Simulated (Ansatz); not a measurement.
Basis-set series for `NCCCF`. The species carries charge 0 and has multiplicity 1. The geometry is a stationary point of PBE0-D4/def2-TZVP. It is one conformer, not always the lowest.

| atom | x (Å) | y (Å) | z (Å) |
| --- | --- | --- | --- |
| N1 | 1.155 | 0.814 | -1.497 |
| C2 | 0.199 | 0.772 | -0.402 |
| C3 | 0.097 | -0.637 | 0.154 |
| C4 | -0.842 | -0.713 | 1.330 |
| F5 | -0.933 | -2.016 | 1.787 |
| H6 | 0.836 | 0.236 | -2.265 |
| H7 | 1.248 | 1.755 | -1.856 |
| H8 | -0.808 | 1.125 | -0.679 |
| H9 | 0.560 | 1.446 | 0.382 |
| H10 | -0.260 | -1.319 | -0.626 |
| H11 | 1.091 | -0.979 | 0.453 |
| H12 | -1.853 | -0.388 | 1.058 |
| H13 | -0.489 | -0.095 | 2.162 |

| functional | basis | functions | energy (Eh) | HOMO (eV) | LUMO (eV) |
| --- | --- | --- | --- | --- | --- |
| PBE0-D4 | def2-TZVPP | 267 | -273.53419 | -7.06 | 0.97 |
| PBE0-D4 | def2-QZVPP | 525 | -273.54989 | -7.12 | 0.57 |
| ωB97M-V | def2-TZVPP | 267 | -273.71687 | -9.50 | 2.36 |
| ωB97M-V | def2-QZVPP | 525 | -273.73226 | -9.55 | 1.74 |

Problem. Give the rows for def2-SVP. (Estimate.)

Solution. Ansatz gave: 
```json
{"functional": "PBE0-D4", "basis": "def2-SVP", "functions": "110", "energy (Eh)": "-273.21427", "HOMO (eV)": "-6.77", "LUMO (eV)": "1.69"}
{"functional": "ωB97M-V", "basis": "def2-SVP", "functions": "110", "energy (Eh)": "-273.38385", "HOMO (eV)": "-9.21", "LUMO (eV)": "3.33"}
```

Positive LUMOs are unbound and depend on the basis.
